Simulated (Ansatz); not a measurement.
Molecule: CH₃, net charge 0, doublet state. 
Structure (B3LYP-D3(BJ)/def2-TZVP (Ansatz, a first-principles code) minimum search):
```
C
H 1 1.0789
H 1 1.0789 2 120.00
H 1 1.0789 2 120.00 3 -180.00
```
Charge 0, spin multiplicity 2.

Basis-set convergence of Hartree-Fock and MP2 correlation energies (hartree) with Ansatz. Valence correlation only, unless marked. Open shells are spin-unrestricted. No spin-orbit coupling. Non-relativistic.

```csv
basis,functions,E(HF),"E(corr, MP2)"
def2-SVP,29,-39.53296,-0.12635
def2-TZVPP,73,-39.57870,-0.15761
def2-QZVPP,147,-39.58080,-0.16799
```

Extrapolating the two largest sets (X = 3 and 4) as X^-3: E(corr) = (64·(-0.16799) - 27·(-0.15761))/37 = -0.1756 Eh, an estimate of the basis-set limit. The largest set recovers 95.7 % of it, the smallest 72.0 %.
